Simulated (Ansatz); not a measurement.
# SiH₃O (doublet): the correlation ladder at distance O1–H3 along a hydrogen transfer = 1.453 Å, cc-pVDZ

Aim: climb from Hartree-Fock through coupled cluster and multireference methods for SiH₃O (doublet) at one geometry and basis, and see what each rung misses.

Method: cc-pVDZ, correlated electrons: outside noble gas; program: Ansatz 0.2.0, Gaussian basis.

To be run: UHF; CCSD(T) on ROHF; CCSD(T) on UHF; BCCD(T) on ROHF; CISD; CCSDT(Q) on ROHF; CCSDT(Q) on UHF; CASSCF and MRCISD+Q, 3 electrons in 3 orbitals; CASSCF and NEVPT2, 3 electrons in 3 orbitals.

## 1. The geometry

The geometry derives from fragments relaxed apart (PBE0/def2-TZVP) and kept rigid, so it is no stationary point. A hydrogen atom is moved between rigid fragments.

5 atoms, charge 0, spin multiplicity 2.

Atoms are counted from 1 here; the program's logs count them from 0.

Bond lengths: O1–H2 0.960 Å, H3–Si4 1.637 Å, Si4–H5 1.532 Å. Angles: H3–Si4–H5 105.0°.

Geometry (Å):

```xyz
5
charge 0, multiplicity 2
O    -1.9426    0.0118    0.0000
H    -2.1919    0.9384    0.0000
H    -0.4896    0.0118    0.0000
Si    1.1474    0.0118    0.0000
H     1.5439   -1.4677    0.0000
```

In the tables R marks a restricted open-shell determinant and U an unrestricted one; 'pair' is the active space of 3 electrons in 3 orbitals; correlation energies count from the lowest restricted Hartree-Fock solution.

## 2. UHF

Contents of in.yaml:

```yaml
crystal:
  periodic: [false, false, false]
  atoms:
    - {symbol: O, position_ang: [-1.942561, 0.011831, 0.000000]}
    - {symbol: H, position_ang: [-2.191870, 0.938406, 0.000000]}
    - {symbol: H, position_ang: [-0.489561, 0.011831, 0.000000]}
    - {symbol: Si, position_ang: [1.147439, 0.011831, 0.000000]}
    - {symbol: H, position_ang: [1.543873, -1.467683, 0.000000]}
basis:
  gaussian: {orbitals: cc-pVDZ}
magnetization: {spin_polarized: true, initial_magnetization: 1}
hamiltonian: {xc: hf}
output: {orbitals: {seedname: orbitals}}
```

Command:

```
$ ansatz run in.yaml --threads 1 --pin off --events-out ev --progress --plain --max-ram 2393MiB
```

The runs that follow: CCSD(T) on ROHF; CCSD(T) on UHF; BCCD(T) on ROHF; CISD; CCSDT(Q) on ROHF; CCSDT(Q) on UHF; CASSCF and MRCISD+Q, 3 electrons in 3 orbitals; CASSCF and NEVPT2, 3 electrons in 3 orbitals.

Before running them: what should the planned runs give, taken together? Wanted: correlation energy, UCCSDT(Q); RMP2 from UCCSDT(Q); UMP2 from UCCSDT(Q); RCCSD from UCCSDT(Q); RCCSD(T) from UCCSDT(Q); UCCSD(T) from UCCSDT(Q); RCCSDT(Q) from UCCSDT(Q); NEVPT2 pair from UCCSDT(Q); MRCISD+Q pair from UCCSDT(Q).

The runs gave:

| quantity | value |
| --- | --- |
| correlation energy, UCCSDT(Q) | -8.7693 eV |
| RMP2 from UCCSDT(Q) | +35.45 kcal/mol |
| UMP2 from UCCSDT(Q) | +37.45 kcal/mol |
| RCCSD from UCCSDT(Q) | +6.03 kcal/mol |
| RCCSD(T) from UCCSDT(Q) | +1.57 kcal/mol |
| UCCSD(T) from UCCSDT(Q) | +1.85 kcal/mol |
| RCCSDT(Q) from UCCSDT(Q) | -0.01 kcal/mol |
| NEVPT2 pair from UCCSDT(Q) | +29.44 kcal/mol |
| MRCISD+Q pair from UCCSDT(Q) | +4.69 kcal/mol |
| levels of the table within 1 kcal/mol (43 meV) | RCCSDT, UCCSDT, RCCSDT(Q) |
| T1 diagnostic | 0.058 |

**Reading.** RCCSD(T) lands +1.57 kcal/mol from the yardstick (0.8 % of the correlation energy). Of the multireference levels listed MRCISD+Q pair comes nearest in total energy (+4.69 kcal/mol), which doesn't show that its space is the better one. These misses are within one basis, not against nature; the frozen cores of restricted and unrestricted runs differ, which can shift their rows.
